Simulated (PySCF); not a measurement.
AlCl3, SMILES [Al]([Cl])([Cl])[Cl]. Geometry optimised at PBE0-D3(BJ)/def2-SVP. The isomer is the one that the SMILES or the coordinates give; other isomers of the formula were not compared.

PySCF 2.14.0 with TDA-B3LYP/def2-SVPD puts the lowest singlet excitations at 6.28, 6.56, 6.70, 6.70, 6.94, 6.94 eV.

### Question
What are the lowest excitation roots from ADC(2)/aug-cc-pVDZ in PySCF? (An estimate is asked for; the answer gives what the named calculation found.)

### Answer
7.11, 7.40, 7.51, 7.51, 7.83, 7.83 eV. S1 differs by 0.83 eV (second minus first; roots are paired by order, and the bases may differ).
